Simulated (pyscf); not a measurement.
methane (CH₄) + methylene (CH₂) [triplet] → ethyl (•H₂C–CH₃) + H atom (H•) (substitution at C; triplet surface; C–H broken, C–C formed). Single points on ωB97X-D3(BJ)/def2-SVP structures (PySCF, gas phase). Correlated levels are frozen-core, on RHF or UHF. ΔMP2 is the change of the MP2 total energy from the triple- to the quadruple-zeta basis. Energies in kJ/mol from the separated reactants.

```json
[
 {"level": "PBE/def2-TZVP", "barrier": "147.7", "reaction energy": "+9.6"},
 {"level": "r²SCAN/def2-TZVP", "barrier": "163.3", "reaction energy": "+28.4"},
 {"level": "B3LYP-D3(BJ)/def2-TZVP", "barrier": "173.4", "reaction energy": "+26.3"},
 {"level": "ωB97M-D3(BJ)/def2-TZVP", "barrier": "189.5", "reaction energy": "+25.2"},
 {"level": "HF/def2-TZVP", "barrier": "276.6", "reaction energy": "+59.5"},
 {"level": "MP2/def2-QZVPP", "barrier": "[?]", "reaction energy": "+19.4"},
 {"level": "CCSD(T)/def2-TZVPP + ΔMP2(QZVPP)", "barrier": "[?]", "reaction energy": "[?]"}
]
```

**Question.** Fill in the missing entries.

**Answer.** 
- MP2/def2-QZVPP, barrier: 204.0
- CCSD(T)/def2-TZVPP + ΔMP2(QZVPP), barrier: 194.2
- CCSD(T)/def2-TZVPP + ΔMP2(QZVPP), reaction energy: +32.6

The same reactants have a lower exit, to CH₃• + CH₃• (barrier +49.1 kJ/mol at ωB97M-D3(BJ), against +189.5 kJ/mol here). •H₂C–CH₃ + H• also meet on a surface of lower spin, which isn't treated here. One saddle was located; it need not be the lowest between these sides. The angle at the attacked C is 180°. The CCSD(T) − MP2 part came from Ansatz, without density fitting, on the same reference.
